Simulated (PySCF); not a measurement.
**Basis set benchmark on one molecule**

Molecule: SMILES C#N, CHN.

Atom-mapped SMILES (the numbers label the heavy atoms): `[CH:1]#[N:2]`. Each H is labelled by its parent atom.

Geometry PBE0-D3(BJ)/def2-SVP throughout; GIAO in PySCF 2.14.0 with density-fitted response routines, gas phase, one conformer, non-relativistic; equivalent atoms averaged; functional PBE0.

Reference values (measured; gas; Olsson, Cremer, J. Chem. Phys. 1996, 105, 8995 (gas-phase data of Jameson 1987, Jameson 1981, Wasylishen 1984)): δ(C1) = 113.0 ppm vs CH4 (gas), δ(N2) = 284.9 ppm vs NH3 (gas). Computed shifts are taken against CH4, NH3, calculated as an isolated molecule at each level.

**Question.** How do the basis sets STO-3G, 6-31G, pcSseg-0, 6-31G*, def2-SVP, cc-pVDZ, pcSseg-1, aug-cc-pVDZ, 6-311+G(2d,p), def2-TZVP, cc-pVTZ, IGLO-III, pcSseg-2, pcSseg-3 perform against the reference? Times are CPU seconds on shared hosts with different chips, so compare them loosely.

**Answer.** 
| basis set | functions | C1 | N2 | abs. error C | abs. error N | core-s |
| --- | --- | --- | --- | --- | --- | --- |
| STO-3G | 11 | 81.1 | 220.5 | 31.9 | 64.4 | 0.39 |
| 6-31G | 20 | 108.5 | 273.6 | 4.5 | 11.3 | 0.93 |
| pcSseg-0 | 20 | 125.7 | 321.7 | 12.7 | 36.8 | 1.1 |
| 6-31G* | 30 | 100.8 | 265.2 | 12.2 | 19.7 | 1.1 |
| def2-SVP | 33 | 105.1 | 287.3 | 7.9 | 2.4 | 1.1 |
| cc-pVDZ | 33 | 106.0 | 287.0 | 7.0 | 2.1 | 1.3 |
| pcSseg-1 | 39 | 116.9 | 315.1 | 3.9 | 30.2 | 2.1 |
| aug-cc-pVDZ | 55 | 110.6 | 281.2 | 2.4 | 3.7 | 1.6 |
| 6-311+G(2d,p) | 60 | 116.6 | 298.9 | 3.6 | 14.0 | 1.4 |
| def2-TZVP | 68 | 116.4 | 307.1 | 3.4 | 22.2 | 1.7 |
| cc-pVTZ | 74 | 115.6 | 305.9 | 2.6 | 21.0 | 2 |
| IGLO-III | 80 | 119.3 | 307.3 | 6.3 | 22.4 | 1.9 |
| pcSseg-2 | 86 | 119.9 | 311.3 | 6.9 | 26.4 | 1.9 |
| pcSseg-3 | 177 | 120.3 | 309.6 | 7.3 | 24.7 | 5.5 |

For $^{13}$C the closest is aug-cc-pVDZ (2.4 ppm, with cc-pVTZ practically level) and the furthest STO-3G (31.9 ppm).

For $^{15}$N the closest is cc-pVDZ (2.1 ppm) and the furthest STO-3G (64.4 ppm). Where a smaller basis beats a larger one, errors probably cancel; the largest sets show where the functional converges. One molecule is a small sample, and vibrational effects are absent from the calculation.

A small basis that lands close on one nucleus may do so by chance; judge by the trend and by all nuclei.
